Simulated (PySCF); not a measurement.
Reproducing measurements on C2H3Cl3

**What was measured.**

NIST CCCBDB Release 22 (SRD 101), experimental dipoles lists, for the gas: dipole moment (microwave Stark effect, vibrational ground state) 1.755 ± 0.015 D.

From NIST CCCBDB Release 22 (SRD 101), experimental polarizabilities, for the gas: mean polarisability 10.12 Å³.

The runs below try to reproduce these values; the comparison stands at the end.

C₂H₃Cl₃.
Numbering: `[CH3:1][C:2]([Cl:3])([Cl:4])[Cl:5]` (hydrogens: H6, H7, H8 on C1)

Geometry (PBE0-D3(BJ)/def2-SVP, Å), atoms numbered from 1 in this order:
```xyz
8
C2H3Cl3 angstrom
C      0.4804   -0.1608    0.6818
C     -0.3461    0.1065   -0.5526
Cl     0.3847   -0.7041   -1.9617
Cl    -0.4197    1.8594   -0.8680
Cl    -2.0016   -0.5104   -0.3237
H      0.5239   -1.2436    0.8644
H      0.0199    0.3393    1.5446
H      1.4966    0.2280    0.5315
```

The PySCF runs (gas phase, on this PBE0-D3(BJ)/def2-SVP geometry; no spin–orbit coupling):

```json
{"level": "PBE0-D3(BJ)/def2-SVP, grid level 1", "job": "geometry optimisation from an MMFF94s start shaken at random", "basis functions": "97"}
{"level": "B3LYP/def2-SVPD", "job": "10 singlets by full TDDFT, 4 Tamm–Dancoff triplets, polarisability, ΔSCF ions, density and orbital grids written", "basis functions": "145"}
{"level": "LC-wPBE/def2-SVPD", "job": "10 singlets by full TDDFT, 4 Tamm–Dancoff triplets, polarisability, ΔSCF ions", "basis functions": "145"}
{"level": "PBE0/6-31+G*", "job": "10 singlets by full TDDFT, 4 Tamm–Dancoff triplets, polarisability", "basis functions": "108"}
{"level": "PBE0/6-31G*", "job": "10 singlets by full TDDFT, 4 Tamm–Dancoff triplets, polarisability", "basis functions": "88"}
{"level": "PBE0/aug-cc-pVDZ", "job": "10 singlets by full TDDFT, 4 Tamm–Dancoff triplets, polarisability", "basis functions": "154"}
{"level": "PBE0/def2-SVP", "job": "10 singlets by full TDDFT, 4 Tamm–Dancoff triplets, polarisability", "basis functions": "97"}
{"level": "PBE0/def2-TZVP", "job": "10 singlets by full TDDFT, 4 Tamm–Dancoff triplets, polarisability", "basis functions": "191"}
{"level": "PBE0/def2-TZVPD", "job": "10 singlets by full TDDFT, 4 Tamm–Dancoff triplets, polarisability", "basis functions": "239"}
{"level": "wB97X-D/def2-SVPD", "job": "10 singlets by full TDDFT, 4 Tamm–Dancoff triplets, polarisability, ΔSCF ions", "basis functions": "145"}
```

All basis functions are spherical.

## Comparison

**Dipole moment.** Measured: 1.755 D (NIST CCCBDB Release 22 (SRD 101), experimental dipoles).

```json
{"level": "PBE0-D3(BJ)/def2-SVP", "computed (D)": "1.766", "computed − measured (D)": "+0.011", "% (from the printed values)": "+1"}
{"level": "B3LYP/def2-SVPD", "computed (D)": "1.825", "computed − measured (D)": "+0.070", "% (from the printed values)": "+4"}
{"level": "LC-wPBE/def2-SVPD", "computed (D)": "1.883", "computed − measured (D)": "+0.128", "% (from the printed values)": "+7"}
{"level": "PBE0/6-31+G*", "computed (D)": "1.982", "computed − measured (D)": "+0.227", "% (from the printed values)": "+13"}
{"level": "PBE0/6-31G*", "computed (D)": "1.971", "computed − measured (D)": "+0.216", "% (from the printed values)": "+12"}
{"level": "PBE0/aug-cc-pVDZ", "computed (D)": "1.865", "computed − measured (D)": "+0.110", "% (from the printed values)": "+6"}
{"level": "PBE0/def2-SVP", "computed (D)": "1.766", "computed − measured (D)": "+0.011", "% (from the printed values)": "+1"}
{"level": "PBE0/def2-TZVP", "computed (D)": "1.815", "computed − measured (D)": "+0.060", "% (from the printed values)": "+3"}
{"level": "PBE0/def2-TZVPD", "computed (D)": "1.818", "computed − measured (D)": "+0.063", "% (from the printed values)": "+4"}
{"level": "wB97X-D/def2-SVPD", "computed (D)": "1.899", "computed − measured (D)": "+0.144", "% (from the printed values)": "+8"}
```

All 10 levels lie above the measurement. The computed dipoles belong to one fixed geometry; measured ones are averaged over vibrations unless marked μe. Magnitudes are compared, not signs.

**Mean polarisability.** Measured: 10.12 Å³ (NIST CCCBDB Release 22 (SRD 101), experimental polarizabilities).

```csv
level,computed (Å³),computed − measured (Å³),% (from the printed values)
B3LYP/def2-SVPD,10.16,+0.04,0
LC-wPBE/def2-SVPD,9.68,-0.44,-4
PBE0/6-31+G*,8.80,-1.32,-13
PBE0/6-31G*,7.46,-2.66,-26
PBE0/aug-cc-pVDZ,10.00,-0.12,-1
PBE0/def2-SVP,7.25,-2.87,-28
PBE0/def2-TZVP,8.99,-1.13,-11
PBE0/def2-TZVPD,10.22,+0.10,+1
wB97X-D/def2-SVPD,9.90,-0.22,-2
```

Closest is B3LYP/def2-SVPD (+0.04 Å³), furthest PBE0/def2-SVP (-2.87 Å³); one molecule doesn't rank methods. The computed values are static and purely electronic, with core orbitals frozen in the response (1 au = 0.148185 Å³). The table of measured values doesn't say here whether a value is static or optical, or holds a vibrational part.

No measured geometry was used, and the causes of the misses weren't examined.
